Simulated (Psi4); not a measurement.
Psi4 input (wB97X-D/6-31G*):

```
memory 1500 MB

molecule {
0 2
C     0.00780358    0.53696486   -0.00372461
C     0.00985896   -0.18844531    1.29236932
C     0.01042448   -0.20636333   -1.28962507
H    -0.19667664    1.60001769   -0.01114656
H     0.17924347    0.48020137    2.13732987
H     0.18018110    0.45049265   -2.14370979
H    -0.94627277   -0.70455808    1.47473043
H     0.78002945   -0.96799317    1.31426117
H     0.78060211   -0.98613760   -1.30035846
H    -0.94562886   -0.72496020   -1.46522451
symmetry c1
no_reorient
no_com
}

set {
  basis 6-31G*
  reference uks
  scf_type pk
  dft_radial_points 99
  dft_spherical_points 590
  e_convergence 1e-8
  d_convergence 1e-7
  maxiter 150
}

e = energy('wb97x-d')
print_out(f'\nFINAL {e:.10f} DIPOLE {variable("CURRENT DIPOLE")[0]:.6f} {variable("CURRENT DIPOLE")[1]:.6f} {variable("CURRENT DIPOLE")[2]:.6f}\n')
```

Output:

```
   => Loading Basis Set <=

    Name: 6-31G*
    Role: ORBITAL
    Keyword: BASIS
    atoms 1-3  entry C          line   111 file 6-31gs.gbs
    atoms 4-10 entry H          line    44 file 6-31gs.gbs

   => WB97X-D: Empirical Dispersion <=

    Chai and Head-Gordon Dispersion Correction
    Chai, J.-D.; Head-Gordon, M. (2010), J. Chem. Phys., 132: 6615-6620

        s6 =       1.000000

         ---------------------------------------------------------
                                   SCF
               by Justin Turney, Rob Parrish, Andy Simmonett
                          and Daniel G. A. Smith
                              UKS Reference
         ---------------------------------------------------------

  ==> Geometry <==

    Molecular point group: c1
    Full point group: C1

    Geometry (in Angstrom), charge = 0, multiplicity = 2:

       Center              X                  Y                   Z               Mass
    ------------   -----------------  -----------------  -----------------  -----------------
         C            0.007803580000     0.536964860000    -0.003724610000    12.000000000000
         C            0.009858960000    -0.188445310000     1.292369320000    12.000000000000
         C            0.010424480000    -0.206363330000    -1.289625070000    12.000000000000
         H           -0.196676640000     1.600017690000    -0.011146560000     1.007825032230
         H            0.179243470000     0.480201370000     2.137329870000     1.007825032230
         H            0.180181100000     0.450492650000    -2.143709790000     1.007825032230
         H           -0.946272770000    -0.704558080000     1.474730430000     1.007825032230
         H            0.780029450000    -0.967993170000     1.314261170000     1.007825032230
         H            0.780602110000    -0.986137600000    -1.300358460000     1.007825032230
         H           -0.945628860000    -0.724960200000    -1.465224510000     1.007825032230

  Running in c1 symmetry.

  Rotational constants: A =      1.24829  B =      0.28020  C =      0.25004 [cm^-1]
  Rotational constants: A =  37422.87025  B =   8400.20400  C =   7496.08133 [MHz]
  Nuclear repulsion =   75.598751546435139

  Charge       = 0
  Multiplicity = 2
  Electrons    = 25
  Nalpha       = 13
  Nbeta        = 12

  ==> Algorithm <==

  SCF Algorithm Type is PK.
  DIIS enabled.
  MOM disabled.
  Fractional occupation disabled.
  Guess Type is SAD.
  Energy threshold   = 1.00e-08
  Density threshold  = 1.00e-07
  Integral threshold = 1.00e-12

  ==> Primary Basis <==

  Basis Set: 6-31G*
    Blend: 6-31G*
    Number of shells: 32
    Number of basis functions: 59
    Number of Cartesian functions: 59
    Spherical Harmonics?: false
    Max angular momentum: 2

  ==> DFT Potential <==

   => LibXC <=

    Version 7.1.2
    S. Lehtola, C. Steigemann, M. J. T. Oliveira, and M. A. L. Marques,  SoftwareX 7, 1–5 (2018) (10.1016/j.softx.2017.11.002)

   => Composite Functional: WB97X-D <=

    wB97X-D Hyb-GGA Exchange-Correlation Functional

    J.-D. Chai and M. Head-Gordon,  Phys. Chem. Chem. Phys. 10, 6615–6620 (2008) (10.1039/B810189B)

    Deriv               =              1
    GGA                 =           TRUE
    Meta                =          FALSE

    Exchange Hybrid     =           TRUE
    MP2 Hybrid          =          FALSE

   => Exchange-Correlation Functionals <=

    1.0000   wB97X-D range-separated functional

   => Exact (HF) Exchange <=

    0.7780            HF,LR [omega = 0.2000]
    0.2220               HF

   => LibXC Density Thresholds  <==

    XC_HYB_GGA_XC_WB97X_D:  1.00E-14

   => Molecular Quadrature <=

    Radial Scheme          =       TREUTLER
    Pruning Scheme         =           NONE
    Nuclear Scheme         =       TREUTLER

    Blocking Scheme        =         OCTREE
    BS radius alpha        =              1
    Pruning alpha          =              1
    Radial Points          =             99
    Spherical Points       =            590
    Total Points           =         549852
    Total Blocks           =           3890
    Max Points             =            256
    Max Functions          =             59
    Weights Tolerance      =       1.00E-15

  ==> Integral Setup <==

  Using in-core PK algorithm.
   Calculation information:
      Number of atoms:                  10
      Number of AO shells:              32
      Number of primitives:             73
      Number of atomic orbitals:        59
      Number of basis functions:        59

      Integral cutoff                 1.00e-12
      Number of threads:                 1

  Performing in-core PK
  Using 4702005 doubles for integral storage.
  We computed 138127 shell quartets total.
  Whereas there are 139656 unique shell quartets.

  Computing range-separated integrals for PK
  We computed 138127 wK shell quartets total.
  Whereas there are 139656 wK unique shell quartets.

  ==> DiskJK: Disk-Based J/K Matrices <==

    J tasked:                  Yes
    K tasked:                  Yes
    wK tasked:                 Yes
    Omega:               2.000E-01
    Schwarz Cutoff:          1E-12


  Cached 100.0% of DFT collocation blocks in 0.859 [GiB].

  Minimum eigenvalue in the overlap matrix is 6.9287078522E-03.
  Reciprocal condition number of the overlap matrix is 1.0385480495E-03.
    Using symmetric orthogonalization.

  ==> Pre-Iterations <==

  SCF Guess: Superposition of Atomic Densities via on-the-fly atomic UHF (no occupation information).

   -------------------------
    Irrep   Nso     Nmo
   -------------------------
     A         59      59
   -------------------------
    Total      59      59
   -------------------------

  ==> Iterations <==

                        Total Energy        Delta E     RMS |[F,P]|

   @UKS iter SAD:  -117.70694851004873   -1.17707e+02   0.00000e+00
   @UKS iter   1:  -118.28203057712173   -5.75082e-01   8.87958e-03 DIIS/ADIIS
   @UKS iter   2:  -118.36088142796353   -7.88509e-02   6.53584e-03 DIIS/ADIIS
   @UKS iter   3:  -118.43523746609289   -7.43560e-02   3.40976e-04 DIIS/ADIIS
   @UKS iter   4:  -118.43579378617962   -5.56320e-04   1.20743e-04 DIIS/ADIIS
   @UKS iter   5:  -118.43585129386551   -5.75077e-05   4.36491e-05 DIIS
   @UKS iter   6:  -118.43585874646844   -7.45260e-06   1.79811e-05 DIIS
   @UKS iter   7:  -118.43585982408136   -1.07761e-06   4.36745e-06 DIIS
   @UKS iter   8:  -118.43585991453052   -9.04492e-08   9.23939e-07 DIIS
   @UKS iter   9:  -118.43585992006304   -5.53251e-09   2.38017e-07 DIIS
   @UKS iter  10:  -118.43585992043103   -3.67990e-10   5.12787e-08 DIIS
  Energy and wave function converged.

  ==> Post-Iterations <==

   Electrons on quadrature grid:
      Nalpha   =   13.0000004808 ; deviation = 4.808e-07
      Nbeta    =   12.0000008015 ; deviation = 8.015e-07
      Ntotal   =   25.0000012823 ; deviation = 1.282e-06

   @Spin Contamination Metric:   4.548077054E-03
   @S^2 Expected:                7.500000000E-01
   @S^2 Observed:                7.545480771E-01
   @S   Expected:                5.000000000E-01
   @S   Observed:                5.000000000E-01

    Orbital Energies [Eh]
    ---------------------

    Alpha Occupied:

       1A    -10.293534     2A    -10.283269     3A    -10.283255
       4A     -0.878179     5A     -0.783850     6A     -0.660554
       7A     -0.536290     8A     -0.512625     9A     -0.489801
      10A     -0.464735    11A     -0.431972    12A     -0.426141
      13A     -0.254209

    Alpha Virtual:

      14A      0.192094    15A      0.209547    16A      0.234550
      17A      0.260457    18A      0.267183    19A      0.274579
      20A      0.278806    21A      0.345175    22A      0.377073
      23A      0.589878    24A      0.604177    25A      0.652482
      26A      0.659537    27A      0.681479    28A      0.746164
      29A      0.825031    30A      0.842534    31A      0.861513
      32A      0.922384    33A      0.966223    34A      0.981740
      35A      1.000606    36A      1.001928    37A      1.047858
      38A      1.072066    39A      1.074315    40A      1.347504
      41A      1.440083    42A      1.535653    43A      1.577131
      44A      1.811403    45A      1.915492    46A      2.041424
      47A      2.083315    48A      2.146043    49A      2.154630
      50A      2.264881    51A      2.326514    52A      2.349518
      53A      2.527703    54A      2.570210    55A      2.755425
      56A      2.771753    57A      4.196161    58A      4.378684
      59A      4.483661

    Beta Occupied:

       1A    -10.284111     2A    -10.284100     3A    -10.282161
       4A     -0.858916     5A     -0.781092     6A     -0.635850
       7A     -0.530557     8A     -0.492880     9A     -0.483294
      10A     -0.457297    11A     -0.427125    12A     -0.419609

    Beta Virtual:

      13A      0.051600    14A      0.192958    15A      0.213626
      16A      0.235855    17A      0.268087    18A      0.271721
      19A      0.278989    20A      0.286726    21A      0.356033
      22A      0.384572    23A      0.591103    24A      0.605873
      25A      0.668306    26A      0.684106    27A      0.690821
      28A      0.771543    29A      0.836815    30A      0.851497
      31A      0.861493    32A      0.935952    33A      0.970537
      34A      0.984897    35A      1.004168    36A      1.011631
      37A      1.051078    38A      1.076945    39A      1.077288
      40A      1.355633    41A      1.442704    42A      1.559135
      43A      1.611955    44A      1.811977    45A      1.917863
      46A      2.088794    47A      2.091805    48A      2.158496
      49A      2.176392    50A      2.292502    51A      2.330035
      52A      2.349592    53A      2.549835    54A      2.597782
      55A      2.765477    56A      2.784478    57A      4.219337
      58A      4.377792    59A      4.507659

    Final Occupation by Irrep:
              A
    DOCC [    12 ]
    SOCC [     1 ]
    NA   [    13 ]
    NB   [    12 ]

  @UKS Final Energy:  -118.43585992043103

   => Energetics <=

    Nuclear Repulsion Energy =             75.5987515464351389
    One-Electron Energy =                -307.2553890836135224
    Two-Electron Energy =                 125.9521725867354718
    DFT Exchange-Correlation Energy =     -12.7285020217956983
    Empirical Dispersion Energy =          -0.0028929481924189
    VV10 Nonlocal Energy =                  0.0000000000000000
    Total Energy =                       -118.4358599204310281

  UHF NO Occupations:
  HONO-2 :   11  A 1.9996424
  HONO-1 :   12  A 1.9988036
  HONO-0 :   13  A 1.0000000
  LUNO+0 :   14  A 0.0011964
  LUNO+1 :   15  A 0.0003576
  LUNO+2 :   16  A 0.0003172
  LUNO+3 :   17  A 0.0002705

Computation Completed

Properties will be evaluated at   0.000000,   0.000000,   0.000000 [a0]

Properties computed using the SCF density matrix

 Multipole Moments:

 ------------------------------------------------------------------------------------
     Multipole            Electronic (a.u.)      Nuclear  (a.u.)        Total (a.u.)
 ------------------------------------------------------------------------------------

 L = 1.  Multiply by 2.5417464519 to convert [e a0] to [Debye]
 Dipole X            :         -0.0593825           -0.0000000           -0.0593825
 Dipole Y            :         -0.0399793           -0.0000000           -0.0399793
 Dipole Z            :          0.0002645           -0.0000000            0.0002644
 Magnitude           :                                                    0.0715870

 ------------------------------------------------------------------------------------

FINAL -118.4358599204 DIPOLE -0.059383 -0.039979 0.000264

*** Psi4 exiting successfully. Buy a developer a beer!
```
